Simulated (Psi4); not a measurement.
**C2H3Si (SMILES [C]#C[SiH3]): TDA-HCTH/120/cc-pVDZ (sfX2C, density fitting, tdscf states 5, tdscf tda yes)**

We compute the vertical excitations of C2H3Si. 

The results are computed with Psi4 1.11.

1 further run of the same task is left out (set aside as unsound or not needed).

### Step 1. The structure to begin with

C2H3Si: 6 atoms, total charge 0, spin state doublet. As SMILES, `[C]#C[SiH3]`. One bond was lengthened or shortened from a relaxed shape.

Bond lengths: C1–C2 1.212 Å, C2–Si3 1.645 Å, Si3–H4 1.482 Å, Si3–H5 1.482 Å, Si3–H6 1.482 Å. Angles: C1–C2–Si3 179.9°, C2–Si3–H4 108.8°, C2–Si3–H5 108.8°, C2–Si3–H6 108.8°, H4–Si3–H5 110.1°, H4–Si3–H6 110.1°, H5–Si3–H6 110.1°.

### Step 2. The excited states at TDA-HCTH/120/cc-pVDZ (sfX2C, density fitting, tdscf states 5, tdscf tda yes)

Input file c2h3si.xyz:

```xyz
6
C2H3Si
C      1.018788    -1.800564     0.987918
C      0.482888    -0.850964     0.459318
Si    -0.246300     0.437400    -0.257000
H     -1.451000    -0.035700    -0.979200
H      0.706200     1.059100    -1.207200
H     -0.630600     1.412800     0.790800
```

Input file job.py:

```python
import psi4

psi4.set_memory('1600 MB')
psi4.set_num_threads(1)
psi4.set_output_file('psi4.out', False)

with open('c2h3si.xyz') as f:
    atoms = ''.join(f.readlines()[2:])
molecule = psi4.geometry('0 2\n' + atoms + 'symmetry c1\nno_reorient\nno_com')

psi4.set_options({
    'basis': 'cc-pVDZ',
    'reference': 'uks',
    'scf_type': 'mem_df',
    'tdscf_states': 5,
    'tdscf_tda': True,
    'relativistic': 'x2c',
})

E, wfn = psi4.energy('td-hcth120', return_wfn=True)
print('E =', round(E, 9))
```

Run with:

```sh
python job.py
```

psi4.out:

```text
[...]
  Running in c1 symmetry.
[...]
  Nuclear repulsion =   80.336928262433389
[...]
  Multiplicity = 2
[...]
  Nalpha       = 15
  Nbeta        = 14
[...]
    Number of basis functions: 61
[...]
    WARNING: The X2C and Dirac Hamiltonians have substatially different eigenvalues!
             This is probably caused by the recontraction of the basis set.
[...]
   @DF-UKS iter   1:  -367.57238477603255   -4.67395e-02   1.21151e-02 ADIIS/DIIS
[...]
   @DF-UKS iter  14:  -367.89599609962170   -3.84096e-08   8.92596e-07 DIIS
[...]
   @S^2 Observed:                7.807357439E-01
[...]
    Orbital Energies [Eh]
    ---------------------
    Alpha Occupied:
       1A    -65.600723     2A     -9.981517     3A     -9.920182
       4A     -5.154365     5A     -3.542508     6A     -3.540377
       7A     -3.540377     8A     -0.720986     9A     -0.553234
      10A     -0.401312    11A     -0.343122    12A     -0.338915
      13A     -0.338897    14A     -0.277935    15A     -0.277916
    Alpha Virtual:
      16A     -0.052971    17A     -0.052965    18A      0.014779
      19A      0.070954    20A      0.070980    21A      0.084293
      22A      0.204605    23A      0.228547    24A      0.228559
      25A      0.293468    26A      0.345672    27A      0.357415
[...]
  @DF-UKS Final Energy:  -367.89599609962170
   => Energetics <=
    Nuclear Repulsion Energy =             80.3369282624333891
    One-Electron Energy =                -664.7830142789455294
    Two-Electron Energy =                 249.4471413071076427
    DFT Exchange-Correlation Energy =     -32.8970513902172002
    Empirical Dispersion Energy =           0.0000000000000000
    VV10 Nonlocal Energy =                  0.0000000000000000
    Total Energy =                       -367.8959960996216978
[...]
 Multipole Moments:
 ------------------------------------------------------------------------------------
     Multipole            Electronic (a.u.)      Nuclear  (a.u.)        Total (a.u.)
 ------------------------------------------------------------------------------------
 L = 1.  Multiply by 2.5417464519 to convert [e a0] to [Debye]
 Dipole X            :         -7.9561475            7.9112553           -0.0448922
 Dipole Y            :         13.9688882          -13.8882927            0.0805955
 Dipole Z            :         -7.0179791            6.9727417           -0.0452374
 Magnitude           :                                                    0.1027491
[...]
                                    Excitation Energy         Total Energy        Oscillator Strength             Rotatory Strength
[...]
Excited State    1 (1 A):   0.01109 au   4110.02 nm f = 0.0006
[...]
Excited State    2 (1 A):   0.01111 au   4102.78 nm f = 0.0006
[...]
Excited State    3 (1 A):   0.08329 au   547.02 nm f = 0.0000
[...]
Excited State    4 (1 A):   0.08331 au   546.89 nm f = 0.0000
[...]
Excited State    5 (1 A):   0.15327 au   297.28 nm f = 0.0259
[...]
```

The script printed:

```text
E = -367.8959961
```

Wall time 13 s (1 thread of AMD EPYC 9R45 (Zen 5), shared host); peak memory 0.47 GiB.

The roots found:

| excited state | energy (eV) | strength | label |
| --- | --- | --- | --- |
| 1 | 0.302 | 0.0006 | A 1 |
| 2 | 0.302 | 0.0006 | A 1 |
| 3 | 2.267 | 0.0000 | A 1 |
| 4 | 2.267 | 0.0000 | A 1 |
| 5 | 4.171 | 0.0259 | A 1 |

### Step 3. Summary of results

Level: TDA-HCTH/120/cc-pVDZ (sfX2C, density fitting, tdscf states 5, tdscf tda yes).

| quantity | value |
| --- | --- |
| ground-state or mean-field energy | -367.89600 Eh |
| dipole moment (HCTH/120 Kohn–Sham density) | 0.26 D |
| HOMO energy (HCTH/120 Kohn–Sham orbitals) (highest over α and β) | -7.15 eV |
| LUMO energy (HCTH/120 Kohn–Sham orbitals) (lowest over α and β) | -6.94 eV |
| ⟨S²⟩ of the reference determinant | 0.781 |
| lowest excitation energy | 0.30 eV |

The brightest of the 5 transitions from the ground state lies at 4.17 eV (297 nm, f = 0.026); the lowest, at 0.30 eV, has f = 0.001.
